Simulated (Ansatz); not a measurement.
Input file:

```yaml
crystal:
  periodic: [false, false, false]
  atoms:
    - {symbol: Hf, position_ang: [-0.166242, -0.004468, 0.000912]}
    - {symbol: C, position_ang: [1.899560, 0.051056, -0.010420]}
    - {symbol: H, position_ang: [2.295736, -0.976090, -0.006016]}
    - {symbol: H, position_ang: [2.258648, 0.585171, 0.882766]}
    - {symbol: H, position_ang: [2.249097, 0.573783, -0.914071]}
basis:
  gaussian: {orbitals: def2-mTZVP}
total_charge: 1
magnetization: {spin_polarized: false, initial_magnetization: 2}
correlation: {method: ccsd_t, electrons: outside_noble_gas}
```

```sh
$ ansatz run in.yaml --threads 1 --pin off --events-out ev --progress --plain --max-ram 2393MiB
```

The program prints:

```
687 factors; integrals over basis functions are off by at most 1.1e-3 eV
mean field evaluation 1: about -2350.2215 eV, gradient 5.8e1 eV
mean field evaluation 2: about -2350.2320 eV, gradient 5.8e1 eV
mean field evaluation 4: about -2360.2852 eV, gradient 6.3e0 eV
mean field evaluation 8: about -2361.0003 eV, gradient 9.0e-1 eV
mean field evaluation 16: about -2361.1975 eV, gradient 1.7e-2 eV
mean field evaluation 32: about -2361.1982 eV, gradient 4.2e-2 eV
mean field evaluation 64: about -2361.1975 eV, gradient 9.5e-4 eV
mean field evaluation 96: about -2361.1975 eV, gradient 9.1e-4 eV
mean field evaluation 128: about -2361.1972 eV, gradient 2.6e-1 eV
mean field evaluation 160: about -2361.1975 eV, gradient 1.7e-6 eV
...
mean field -2361.19750609 eV, -86.7724078717 hartree, gradient 1.0e-10 eV, S^2 2.000000; 21 other end points of the search recorded, 0 dependent functions left out
...
determinant -2361.19750609 eV, -86.7724078717 hartree, with singles and doubles -2366.21187582 eV, -86.9566825604 hartree
determinant -2360.31454927 eV, -86.7399598072 hartree, with singles and doubles -2365.38438288 eV, -86.9262727556 hartree
determinant -2360.31435270 eV, -86.7399525832 hartree, with singles and doubles -2365.38404702 eV, -86.9262604133 hartree
determinant -2359.73528040 eV, -86.7186720686 hartree, with singles and doubles -2364.70602306 eV, -86.9013434922 hartree
determinant -2359.55978620 eV, -86.7122227757 hartree, with singles and doubles -2364.51876325 eV, -86.8944618210 hartree
determinant -2359.48650788 eV, -86.7095298472 hartree, with singles and doubles -2364.54347800 eV, -86.8953700715 hartree
determinant -2359.43054307 eV, -86.7074731784 hartree, with singles and doubles -2364.42329400 eV, -86.8909533907 hartree
determinant -2359.42153211 eV, -86.7071420316 hartree, with singles and doubles -2364.45011945 eV, -86.8919392081 hartree
determinant -2359.42038281 eV, -86.7070997958 hartree, with singles and doubles -2364.40922686 eV, -86.8904364330 hartree
determinant -2359.41173576 eV, -86.7067820225 hartree, with singles and doubles -2364.43388818 eV, -86.8913427196 hartree
5 core orbitals not correlated: weight in the atoms' cores, before any rotation towards them, 0.996 or more for the frozen orbitals, at most 0.002 for the correlated occupied ones
reference -2361.19750609 eV, -86.7724078717 hartree; 6, 4 occupied and 53, 55 virtual orbitals, 687 factors
second order -4.50446872 eV of doubles, -0.00565409 eV of singles
...
cycle   4  -5.01722510 eV  change   -5.5e-4 eV  update   9.9e-4
cycle   5  -5.01724641 eV  change   -2.1e-5 eV  update   5.8e-4
cycle   6  -5.01731785 eV  change   -7.1e-5 eV  update   3.7e-4
cycle   7  -5.01737956 eV  change   -6.2e-5 eV  update   2.7e-4
cycle   8  -5.01740269 eV  change   -2.3e-5 eV  update   2.1e-4
cycle   9  -5.01735270 eV  change    5.0e-5 eV  update   1.6e-4
cycle  10  -5.01734985 eV  change    2.9e-6 eV  update   8.5e-5
cycle  11  -5.01737465 eV  change   -2.5e-5 eV  update   3.1e-5
cycle  12  -5.01737909 eV  change   -4.4e-6 eV  update   1.4e-5
cycle  13  -5.01738025 eV  change   -1.2e-6 eV  update   7.6e-6
perturbative correction -0.17098522 eV, -0.0062835908 hartree
Total energy: -2366.38587156 eV, -86.9630767857 hartree
```

Ran on 1 thread of Arm Neoverse V1, shared host: 19 s wall, 0.25 GiB peak host memory.
